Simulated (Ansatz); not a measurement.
Ideal-gas functions of C3H4OS, SMILES `C#CSCO` at 800 K and 1 bar, from an Ansatz frequency run at PBE0-D4/def2-TZVP.

Molar mass 88.13 g/mol, point group C1 (symmetry number 1), electronic degeneracy 1, moments of inertia 71.857, 177.409, 231.369 u Å². Harmonic wavenumbers (cm⁻¹, unscaled): 87, 163, 306, 359, 379, 481, 567, 667, 719, 735, 933, 1114, 1192, 1325, 1390, 1474, 2164, 3029, 3150, 3482, 3841.

Use S(trans) = R[1.5 ln M + 2.5 ln T − 1.1517]; rotational temperatures θ = 24.2544 K / I; S(rot) = R[ln(√π/σ · √(T³/θAθBθC)) + 1.5]; for each mode x = 1.438777 ν̃/T, S = R[x/(eˣ − 1) − ln(1 − e⁻ˣ)] and H = RT x/(eˣ − 1); 1 cm⁻¹ = 0.0119627 kJ/mol; R = 8.31446 J/(mol·K).

Problem. By hand: the entropy, in J/(mol·K).

Solution. Translation 185.2. Rotation: θ = 0.3375, 0.1367, 0.1048 K, giving 122.8. Vibration, mode by mode: 23.75, 18.55, 13.38, 12.09, 11.66, 9.77, 8.50, 7.28, 6.73, 6.57, 4.92, 3.80, 3.40, 2.82, 2.57, 2.28, 0.85, 0.23, 0.19, 0.12, 0.07, in all 139.6. Electronic 0.0. Sum 447.6 J/(mol·K).

Problem. By hand: H − E and G − E in kJ/mol, counted from the electronic energy.

Solution. Zero-point energy ½ × 27557 × 0.0119627 = 164.8; thermal vibration 56.1; translation, rotation and pV give 4 RT = 26.6. H − E = 247.5 kJ/mol, and G − E = 247.5 − 800 × 447.6/1000 = -110.6 kJ/mol.

Vibration gives 31 % of the entropy, 23.7 J/(mol·K) of it from the mode under 150 cm⁻¹: soft modes count most, and the harmonic formula is weakest for them. The sum counts one conformer and one mirror image; others add a mixing term.
